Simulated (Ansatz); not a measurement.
Born–Oppenheimer molecular dynamics of AlBH$_{2}$Si (5 atoms, charge 0, multiplicity 1). It starts from a relaxed structure.

Level of theory: UHF/6-31G* in Ansatz.

| Property | Result |
| --- | --- |
| ensemble | NVE (velocity Verlet) |
| time step | 0.5 fs |
| steps asked | 300 |
| starting velocities drawn for | 2000 K |
| seed | 651604 |

First frame:

```xyz
5
Properties=species:S:1:pos:R:3
B -0.653 -1.380 2.508
Si -0.569 -1.331 0.605
Al 0.228 0.522 -0.738
H -0.228 0.600 -2.251
H 1.221 1.589 -0.124
```

(1) How far do the bonds stretch over the last three quarters of this one trajectory? (Pairs bonded in most of those frames.)

## Answers

(1) 
```csv
bond,mean (Å),spread (Å),shortest,longest
B1–Si2,1.900,0.011,1.88,1.92
Si2–Al3,2.433,0.016,2.40,2.46
Al3–H4,1.632,0.147,1.40,1.85
Al3–H5,1.593,0.017,1.56,1.63
```

Mean temperature of the second half: 1274 K. The conserved energy stayed within 0.71 meV per atom of its start (net change 0.47 meV per atom), so the integration is sound. A run of 0.15 ps of so small a system gives no equilibrium averages.

Time of the run: 7.1 min on 1 thread of Arm Neoverse V1, on a shared host, peak memory 0.22 GiB.
